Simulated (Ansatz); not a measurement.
**AlBH₅N (SMILES [BH2][AlH][NH2]): single points off equilibrium**

An exercise on one series of results from a longer session: the logs are not shown, and one member is left open.

Computed with Ansatz 0.2.0, Gaussian basis. Level: single points in def2-TZVPP.

Cores are frozen in the correlated methods.

### Where the work starts

SMILES `[BH2][AlH][NH2]`, 8 atoms, charge 0, spin multiplicity 1.

Atoms are counted from 1 here; the program's logs count them from 0.

Bond lengths: B1–Al2 2.247 Å, B1–H4 1.222 Å, B1–H5 0.927 Å, Al2–N3 1.625 Å, Al2–H6 1.579 Å, N3–H7 1.165 Å, N3–H8 1.026 Å. Angles: Al2–B1–H4 102.4°, Al2–B1–H5 126.9°, H4–B1–H5 127.7°, B1–Al2–N3 129.2°, B1–Al2–H6 113.5°, N3–Al2–H6 116.6°, Al2–N3–H7 124.4°, Al2–N3–H8 132.1°, H7–N3–H8 102.8°.

Geometry (Å):

```
B    -1.36580    0.92970   -0.96000
Al    0.30160    0.30560    0.41110
N     0.94520   -1.16930    0.64030
H    -1.80140   -0.14400   -1.34890
H    -1.48750    1.76410   -1.34480
H     1.06630    1.52100    1.06690
H     1.82980   -1.39530    1.36370
H     0.82870   -2.05630    0.13830
```

The first run:

Contents of run/in.yaml:

```yaml
crystal:
  periodic: [false, false, false]
  atoms:
    - {symbol: B, position_ang: [-1.365800, 0.929700, -0.960000]}
    - {symbol: Al, position_ang: [0.301600, 0.305600, 0.411100]}
    - {symbol: N, position_ang: [0.945200, -1.169300, 0.640300]}
    - {symbol: H, position_ang: [-1.801400, -0.144000, -1.348900]}
    - {symbol: H, position_ang: [-1.487500, 1.764100, -1.344800]}
    - {symbol: H, position_ang: [1.066300, 1.521000, 1.066900]}
    - {symbol: H, position_ang: [1.829800, -1.395300, 1.363700]}
    - {symbol: H, position_ang: [0.828700, -2.056300, 0.138300]}
basis:
  gaussian: {orbitals: def2-TZVPP}
correlation: {method: ccsd_t}
output: {forces: true}
```

No record of the launch command was kept for these runs.

Among the steps run: CCSD(T)/def2-TZVPP; PBE0-D4/def2-TZVPP; wB97M-V/def2-TZVPP; r2SCAN-D4/def2-TZVPP; PBE-D4/def2-TZVPP; BHLYP-D4/def2-TZVPP; CAM-B3LYP-D4/def2-TZVPP.

One table of the session follows, with a row left open; its other results are not shown here.

```
      method  RMS force component (eV/Å)  angle to CCSD(T) forces (°)  dipole (D)
     CCSD(T)                       4.693                    reference        1.87
     PBE0-D4                           ?                            ?           ?
     wB97M-V                       4.626                          0.7        1.89
   r2SCAN-D4                       4.636                          0.7        1.97
      PBE-D4                       4.618                          1.6        1.96
    BHLYP-D4                       4.659                          2.1        1.84
CAM-B3LYP-D4                       4.618                          1.0        1.89
```

**Question.** Estimate the row for PBE0-D4.

**Answer.** RMS force component (eV/Å): 4.662; angle to CCSD(T) forces (°): 1.0; dipole (D): 1.90. In the column «RMS force component (eV/Å)» it lies between BHLYP-D4 (4.659) and CCSD(T) (4.693).
